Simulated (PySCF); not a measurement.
Calculation: PBE-D3(BJ)/def2-TZVP // CAM-B3LYP-D3(BJ)/def2-TZVP in PySCF 2.14.0. Gas-phase values, no solvent. 

Reference species (SMILES): `[AlH3]` (neutral, multiplicity 1).

| Quantity | Value |
|---|---|
| HOMO | -7.31 eV |
| LUMO | -2.52 eV |
| HOMO–LUMO gap | 4.79 eV |

After one change: the HOMO drops by 2.31 eV; the LUMO rises by 0.14 eV; the HOMO–LUMO gap goes up by 2.46 eV.

Task: Which change was made? The new species is one of these.
(A) `[F][AlH2]`
(B) `[F][AlH][F]`
(C) `[F][Al]([F])[F]`

Result: C, `[F][Al]([F])[F]`
